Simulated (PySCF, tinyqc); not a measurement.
Orbital energy against energy difference: ionisation energy by orbital energies and by energy differences in the cc-pvdz basis, for CH2, spin multiplicity 1. Computed by the program tinyqc with PySCF. The cation is unrestricted; errors are against CCSD(T) in this basis, not against experiment.

Geometry (angstrom):
```
atom       x        y       z
C     0.0000   0.0000  0.0000
H     0.0000   0.8280  0.6220
H     0.0000  -0.8810  0.6610
```

CCSD(T) difference in the same basis = 10.0617 eV

IP-EOM-CCSD = 10.0407 eV

First vertical ionisation energy (eV):
```
method     -e(HOMO)  E(cation) - E  error of -e(HOMO)  error of the difference
HF          10.4204       8.908884             0.3587                  -1.1528
LDA          5.2872      10.329313            -4.7745                   0.2676
PBE          5.2871      10.154065            -4.7745                   0.0924
PBE0         6.7870      10.104088            -3.2747                   0.0424
CAM-B3LYP    8.2632      10.248197            -1.7985                   0.1865
LC-wPBE      9.7819      10.199839            -0.2798                   0.1381
```

Estimate the missing row, method = B3LYP.

Computed row:
```
method  -e(HOMO)  E(cation) - E  error of -e(HOMO)  error of the difference
B3LYP     6.5339      10.260995            -3.5278                   0.1993
```

Koopmans errs by +0.36 eV and Delta-HF by -1.15 eV: relaxation, 1.51 eV, lowers the value and the missing correlation difference works against it. The PBE level is off by -4.8 eV through the wrong tail of its potential, though its energy difference is off by +0.09 eV; exact exchange deepens the level, and among the orbital energies LC-wPBE comes closest; among the differences PBE0 does. The restricted reference is unstable here: a spin-polarised solution lies 0.0212 hartree lower (PySCF), so results built on it describe a poor reference.
